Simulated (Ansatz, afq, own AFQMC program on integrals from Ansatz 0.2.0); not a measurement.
## Breaking C1–H3 in CH$_{2}$O, singlet

```xyz
4

C     0.0010    0.0008    0.0012
O     0.6965    0.5477    0.8062
H    -0.5500    0.5605   -0.7970
H    -0.1476   -1.1091   -0.0103
```

Products: CHO (doublet; CH–O) and H (doublet), each relaxed with PBE0/def2-SVP like the molecule; electronic energies without zero-point terms. Determinants: RHF, UHF and UHF in that order.

Basis def2-TZVP. Only valence electrons are correlated. Integrals, coupled cluster, full CI and functionals: Ansatz 0.2.0; the random walks run on the same integrals in our own AFQMC program. ph-AFQMC/CISD is guided by a CISD state made of CCSD amplitudes; releasing the constraint for a short imaginary time cuts its bias at the price of noise, slowly where states lie close. ± is one standard error of the sampling. The errors of all members are added in quadrature.

No full CI on the walks' own integrals is used here; CCSDT(Q) serves as the reference and is uncertain by about the last step of the cluster series. Each member takes its own surest rung, up to full CI.

The best estimate is CCSD(T) at the basis-set limit (CBS: def2-TZVPP and def2-QZVPP, with their diffuse functions for anions and beside diffuse sets, CCSD(T) itself extrapolated) plus the step from CCSD(T) to CCSDT(Q) in def2-TZVP. Rows without CBS are in def2-TZVP; B2PLYP and the wave-function rows carry a basis error of their own. Core correlation and relativity beyond core potentials are missing, and ± holds the sampling alone.

```
  level  bond energy (kcal/mol)
    PBE                    90.6
wB97M-V                    94.1
     HF                    74.5
```

Task: From these cheaper values, estimate the bond energy at the level of the best estimate.

Result: 95.1 kcal/mol (best estimate, highest rung CCSDT(Q)).

| level | bond energy (kcal/mol) | error against the best estimate (kcal/mol) |
| --- | --- | --- |
| MP2 | 90.1 | -5.0 |
| CCSD | 92.4 | -2.7 |
| CCSD(T) | 92.1 | -3.1 |
| CCSDT | 91.9 | -3.2 |
| CCSDT(Q) | 91.9 | -3.3 |
| ph-AFQMC/CISD | 92.0 ± 0.2 | -3.1 ± 0.2 |
| released AFQMC | 91.8 ± 0.3 | -3.4 ± 0.3 |
| HF/CBS | 74.8 | -20.4 |
| MP2/CBS | 94.0 | -1.1 |
| CCSD(T)/CBS | 95.3 | 0.2 |
| r2SCAN | 90.7 | -4.5 |
| PBE0 | 91.6 | -3.5 |
| B3LYP | 92.8 | -2.4 |
| B2PLYP | 91.7 | -3.4 |

Correlation beyond CCSD(T) takes off 0.2 kcal/mol. Going to the basis-set limit adds 3.3 kcal/mol at CCSD(T). The perturbative (T) step is worth −0.4 kcal/mol. The functionals spread over 3.5 kcal/mol; wB97M-V comes nearest and PBE is 4.5 kcal/mol too low.

Best estimates are given only where the step beyond CCSD(T) is under 0.3 eV and no member's determinant is very poor (T1 over 0.05, or 0.07 for open shells, ⟨S²⟩ too high by 0.3, two states mixed), so the hardest cases are missing from such tables.

The functionals ran in a triple-zeta set and keep a basis error of their own, a few kJ/mol for each bond in atomization energies and more for double hybrids, so close places among them and the extrapolated levels can swap.

CCSDT and higher add their correlation energy to the determinant of the CCSD(T) run, since their own runs factorise the integrals more tightly (a shift of under 2 meV). Each member of a difference takes its own highest rung, so a best estimate needn't equal the limit plus the step of one row. A walk keeps the symmetry of its determinant, which the program's search chose and which needn't be the lowest solution, so a lower state of the same spin and another symmetry isn't excluded. Released energies are given only where the last usable release times agree within the noise; a slower fall can still hide under it.
